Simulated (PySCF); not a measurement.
Species, as SMILES: N#[N+][O-].
Geometry (B3LYP-D3(BJ)/def2-TZVP, fixed):
```xyz
3

N      0.0000     0.0000    -1.1943
N      0.0000     0.0000    -0.0734
O      0.0000     0.0000     1.1093
```

Basis-set convergence of the isotropic shielding of N1 at HF with PySCF. GIAO, no density fitting; atoms are numbered in the order shown. All functions are spherical. No added dispersion term, no relativity. Reference: the value in pcseg-3, 63.73 ppm, itself unsure by roughly 2.97 ppm (its distance from pcSseg-2). Deviations are taken from unrounded values.

| basis | functions | isotropic shielding of N1 (ppm) |
|---|---|---|
| cc-pVDZ | 42 | 81.90 |
| aug-cc-pVDZ | 69 | 84.23 |
| def2-SVP | 42 | 88.22 |
| def2-SVPD | 63 | 87.20 |
| pcseg-1 | 42 | 76.32 |
| aug-pcseg-1 | 69 | 80.05 |
| 6-311G** | 54 | 66.21 |
| 6-311+G** | 66 | 67.55 |
| cc-pVTZ | 90 | 72.21 |
| aug-cc-pVTZ | 138 | 71.79 |
| pcseg-2 | 90 | 64.50 |
| aug-pcseg-2 | 138 | 65.04 |
| def2-TZVPP | 93 | 70.06 |
| def2-TZVPPD | 114 | 69.65 |
| def2-QZVPP | 171 | 66.37 |
| def2-QZVPPD | 192 | 66.37 |

What the diffuse functions change, pair by pair:
- cc-pVDZ to aug-cc-pVDZ: 27 more functions, deviation 18.17 to 20.50 ppm
- def2-SVP to def2-SVPD: 21 more functions, deviation 24.50 to 23.48 ppm
- pcseg-1 to aug-pcseg-1: 27 more functions, deviation 12.59 to 16.32 ppm
- 6-311G** to 6-311+G**: 12 more functions, deviation 2.48 to 3.82 ppm
- cc-pVTZ to aug-cc-pVTZ: 48 more functions, deviation 8.48 to 8.06 ppm
- pcseg-2 to aug-pcseg-2: 48 more functions, deviation 0.77 to 1.31 ppm
- def2-TZVPP to def2-TZVPPD: 21 more functions, deviation 6.33 to 5.93 ppm
- def2-QZVPP to def2-QZVPPD: 21 more functions, deviation 2.65 to 2.64 ppm

They bring the value nearer the reference by more than 2.97 ppm in 0 of 8 pairs.
